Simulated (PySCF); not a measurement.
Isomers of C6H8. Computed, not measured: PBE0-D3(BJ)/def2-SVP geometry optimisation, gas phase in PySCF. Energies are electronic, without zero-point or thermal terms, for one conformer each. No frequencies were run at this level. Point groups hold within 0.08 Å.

**Question.** Rank from lowest to highest electronic energy at this level (kcal/mol).
A. `C=C1CCC1=C`
B. `[CH2:1]=[CH:2]/[CH:3]=[CH:4]/[CH:5]=[CH2:6]` with C1–C2–C3–C4 180°, C3–C4–C5–C6 180° (hexatriene)
C. `C1=C[C@H]2C[C@H]2C1` (bicyclo[3.1.0]hex-2-ene)

**Answer.** C (0.0), B (12.6), A (17.4).

As drawn, the lowest has a three-membered ring, which the highest lacks; the highest has a four-membered ring, which the lowest lacks.

```csv
SMILES,E (Eh),E rel (kcal/mol),dipole (D),point group,"A, B, C (MHz)"
C1=C[C@H]2C[C@H]2C1,-232.96647,0.0,0.27,–,"6354, 4531, 3220"
C=C/C=C/C=C,-232.94638,12.6,0.00,C2h,"26496, 1335, 1271"
C=C1CCC1=C,-232.93874,17.4,0.48,C2v,"4956, 4097, 2309"
```

**Question.** How do the relative energies change in single points at PBE0/pcSseg-1 (no added dispersion term) on the same geometries?

**Answer.** 
| SMILES | PBE0-D3(BJ)/def2-SVP (kcal/mol) | PBE0/pcSseg-1 (kcal/mol) | shift |
| --- | --- | --- | --- |
| C1=C[C@H]2C[C@H]2C1 | 0.0 | 0.0 | 0.0 |
| C=C/C=C/C=C | 12.6 | 8.7 | -3.9 |
| C=C1CCC1=C | 17.4 | 15.8 | -1.6 |

Each column counts from its own lowest isomer. The order is unchanged; the largest shift is 3.9 kcal/mol.

**Question.** As an exercise, what shares would exp(−E/RT) give at 2000 K from these electronic energies alone (no entropy, no degeneracies)?

**Answer.** RT = 3.974 kcal/mol: C1=C[C@H]2C[C@H]2C1 94.8 %, C=C/C=C/C=C 4.0 %, C=C1CCC1=C 1.2 %.
